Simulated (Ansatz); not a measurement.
C3H7N can be A, `C/C=N/C`, or B, `C/C=C/N`.

Gas-phase electronic energies from Ansatz, PBE0-D4/def2-TZVP geometries. CCSD(T)/CBS adds triple-zeta CCSD(T) − MP2 to the extrapolated MP2 energy (def2 sets, frozen cores). Double bonds are as drawn, so ΔE can hold a change between cis and trans. Functionals use def2-TZVPP. B3LYP here is the variant with VWN-RPA as its local correlation; programs differ in this. Each species was taken in one conformer, which may not be the lowest.

A:

```xyz
11

C     1.7571   -0.4155    0.4281
C     0.4167    0.1760    0.1704
N    -0.5430   -0.4973   -0.2900
C    -1.7990    0.1709   -0.5023
H     2.5249    0.1133   -0.1455
H     2.0249   -0.3098    1.4841
H     1.7648   -1.4705    0.1569
H     0.2987    1.2479    0.4039
H    -2.5775   -0.3296    0.0802
H    -1.7833    1.2374   -0.2320
H    -2.0843    0.0770   -1.5537
```

B:

```xyz
11

C    -1.563    0.438    0.554
C    -0.441   -0.051   -0.297
C     0.839   -0.017    0.071
N     1.935   -0.357   -0.711
H    -2.304   -0.346    0.740
H    -1.199    0.787    1.523
H    -2.099    1.271    0.085
H    -0.694   -0.439   -1.282
H     1.106    0.370    1.052
H     1.713   -0.899   -1.532
H     2.708   -0.756   -0.203
```

Question: Which is lower in electronic energy at CCSD(T)/CBS, and by how much? (An estimate is asked.)

Answer: Computed: B, by 8.3 kJ/mol.

Question: Give E(B) − E(A) in kJ/mol with CCSD(T)/def2-TZVPP, HF/def2-TZVPP, LDA (SPW92), BLYP-D4, ωB97M-V, B3LYP-D4, CCSD(T)/def2-SVP. (An estimate is asked.)

Answer: Ansatz gave: CCSD(T)/def2-TZVPP -3.7, HF/def2-TZVPP -1.5, LDA (SPW92) -19.0, BLYP-D4 -5.1, ωB97M-V -8.9, B3LYP-D4 -7.7, CCSD(T)/def2-SVP 4.3. The order is the other way round with CCSD(T)/def2-SVP.

Question: Does the order hold for the free energy at 298.15 K (harmonic terms from PBE0-D4)? (An estimate is asked.)

Answer: Computed: Yes: G(B) − G(A) = -5.1 kJ/mol, for one conformer each.

Largest T1 diagnostic: 0.011.

At CCSD(T), def2-SVP lies +12.7 kJ/mol from the extrapolated value and def2-TZVPP +4.6 kJ/mol. From BLYP to BHLYP (50 % exact exchange), in def2-TZVPP and without D4, E(B) − E(A) moves by −3.3 kJ/mol.
